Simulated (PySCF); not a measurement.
C₂HF₃, optimised at B3LYP/6-31G*:

```xyz
6

F      1.4464     0.9630     0.3690
C      0.6799    -0.1028     0.0770
C     -0.6298     0.0287    -0.0911
F     -1.2953     1.1664     0.0049
F     -1.4217    -0.9947    -0.3797
H      1.1941    -1.0504    -0.0088
```

Computed with PySCF (xtb for GFN2) and rigid-rotor harmonic-oscillator thermochemistry at 1 bar. 6-31G* has spherical d functions here. All species are closed-shell singlets. B3LYP is the form with VWN-RPA correlation.

Task: List the harmonic frequencies (cm⁻¹, unscaled) at this level and at the other levels, each on its own geometry.

Result: 
- B3LYP/6-31G*: 227, 308, 480, 567, 621, 784, 947, 1190, 1298, 1397, 1850, 3272
- GFN2-xTB: 200, 296, 431, 480, 571, 754, 907, 1125, 1188, 1248, 1784, 3111
- HF/6-31G*: 250, 345, 525, 662, 678, 921, 1033, 1281, 1416, 1533, 2044, 3478
- PBE/def2-SVP: 221, 299, 476, 548, 612, 732, 922, 1172, 1255, 1349, 1789, 3165
- PBE0/def2-TZVP: 234, 315, 493, 597, 636, 789, 960, 1202, 1295, 1391, 1858, 3264
